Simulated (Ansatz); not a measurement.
Species: CH$_{4}$O, SMILES `OC` (charge 0, multiplicity 1), formula CH₄O.

**Question.** How many basis functions does frozen-core CCSD(T)/cc-pVTZ // PBE-D3(BJ)/def2-SVP run with Ansatz (a program for electronic structure) use, how many core orbitals are frozen, and how many electrons are correlated?

**Answer.** 116 basis functions and 2 frozen orbitals, which leaves 14 correlated electrons. Core time is of the order of seconds.
